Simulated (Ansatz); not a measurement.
# What a trial cell of Ti relaxes into

Computed with DFT r2SCAN, scalar-relativistic, plane waves, PAW in Ansatz. Cutoff 500 eV, Γ-centred k mesh, Gaussian smearing, no spin polarisation in the final step.

Ti was placed on the graphite structure type (P6_3/mmc, No. 194), at a guessed volume.

```
CELL_PARAMETERS angstrom
3.14522 0.00000 0.00000
-1.57261 2.72384 0.00000
0.00000 0.00000 8.56624
ATOMIC_POSITIONS crystal
Ti 0.00000 0.00000 0.25000
Ti 0.00000 0.00000 0.75000
Ti 0.33333 0.66667 0.75000
Ti 0.66667 0.33333 0.25000
```

Steps on the 6×6×2 mesh (4 atoms). 12 of 21 steps are shown, and the free energy counts from the last. Trial steps that were taken back and renewals of the plane-wave basis can be among the rows.

```
step  ΔF (meV/atom) V (Å³/atom) P (GPa)
   1         3933.4        18.35    53.36
   3         2645.6        20.73    14.63
   5         1989.6        20.84     5.25
   6         1693.8        20.39     2.86
   8         1081.8        19.07     1.47
  10          546.2        18.30     2.20
  12          230.8        16.65     7.18
  14          211.7        17.25     0.91
  16           87.4        17.34     8.65
  17           28.4        18.03     5.14
  19            1.4        19.23    -0.12
  21            0.0        19.21     0.05
```

Steps on the 6×6×4 mesh (4 atoms). 4 of 4 steps are shown, and the free energy counts from the last.

```csv
step,ΔF (meV/atom),V (Å³/atom),P (GPa)
1,10.3,19.21,1.68
2,2.2,19.38,0.68
3,0.1,19.43,0.19
4,0.0,19.43,0.20
```

Steps on the 12×12×12 mesh (4 atoms). 4 of 6 steps are shown, and the free energy counts from the last.

```json
{"step": "1", "ΔF (meV/atom)": "4.9", "V (Å³/atom)": "19.43", "P (GPa)": "-0.97"}
{"step": "2", "ΔF (meV/atom)": "1.1", "V (Å³/atom)": "19.36", "P (GPa)": "-0.55"}
{"step": "3", "ΔF (meV/atom)": "-0.1", "V (Å³/atom)": "19.21", "P (GPa)": "0.22"}
{"step": "6", "ΔF (meV/atom)": "0.0", "V (Å³/atom)": "19.26", "P (GPa)": "0.00"}
```

A final relaxation ran on a 12×12×12 mesh. The relaxed crystal, P6_3/mmc (No. 194):

```
Ti
1.0
     4.59388    0.00000    0.00000
    -2.29694    3.97842    0.00000
     0.00000    0.00000    4.21547
Ti
4
Cartesian
  0.0000 0.0000 1.0539
  0.0000 0.0000 3.1616
  0.0000 2.6523 3.1616
  2.2969 1.3261 1.0539
```

For Ti, the volume per atom is 19.26 Å³, the density is 4.13 g/cm³ and the energy over the standard structure is 1.04 eV/atom. The gap on the 12×12×12 mesh is 0 eV (a metal).

Energies count from the standard state of Ti at the same level.

The final run used a 12×12×12 mesh on its 4-atom cell and 0.10 eV smearing. For metals, differences of a few meV/atom aren't resolved.

A structure relaxed within its symmetry needn't be a true minimum.